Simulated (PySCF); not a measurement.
Energy profile

The step: SiH₃Cl ([SiH3][Cl]) + H₂O → SiH₄O ([OH][SiH3]) + HCl; bonds formed: Si1–O7, Cl2–H6; bonds broken: Si1–Cl2, H6–O7 (atoms numbered as in the saddle structure below).

```
atom    x (Å)    y (Å)    z (Å)
 Si1  -0.4260  -0.2494  -0.5557
 Cl2   1.9956  -0.5482  -0.4786
  H3  -0.5560  -1.7076  -0.7204
  H4  -0.1768   0.6185  -1.7244
  H5  -1.8160   0.1756  -0.1502
  H6   1.1205   0.2828   1.0107
  O7   0.1165   0.3064   1.1313
  H8  -0.2578   1.1219   1.4874
```

Electronic energies by CCSD(T) at an estimated basis limit (MP2 extrapolated from triple and quadruple zeta, plus CCSD(T) − MP2 in triple zeta), on PBE0-D4/def2-TZVP structures; SiH₅ClO, closed shell; no counterpoise correction. Program: PySCF 2.14 with density fitting (its default auxiliary sets; JK sets also for MP2 and CCSD(T)). Basis: def2-TZVPP and def2-QZVPP. Cores are frozen in the correlated methods. Extrapolation: Hartree–Fock as exp(−7.88 √X), correlation as X^−2.97.

Give the profile in kJ/mol, counted from the separated reactants. (Judge from chemistry; the value comes from the calculation.)

Computed:
| point | kJ/mol |
| --- | --- |
| separated: SiH₃Cl (linked as [SiH3][Cl]; Si1, Cl2, H3, H4, H5; singlet) + H₂O (H6, O7, H8; singlet) | 0.0 |
| start structure | -11.8 |
| saddle | 83.9 |
| end structure | -8.9 |
| separated: SiH₄O (linked as [OH][SiH3]; Si1, H3, H4, H5, O7, H8; singlet) + HCl (Cl2, H6; singlet) | 11.7 |

T1 diagnostic: at most 0.011.

The step is the kind of ligand exchange by which a precursor binds to a hydroxyl group, or is hydrolysed, in atomic layer deposition of oxides.

For scale, one of the runs: CCSD(T)/def2-TZVPP, 185 basis functions, launched by `OMP_NUM_THREADS=4 python run.py`. Hardware: 4 CPU threads of an Arm Neoverse V2, shared host. Wall time 3.4 min; peak host memory 1.9 GiB.
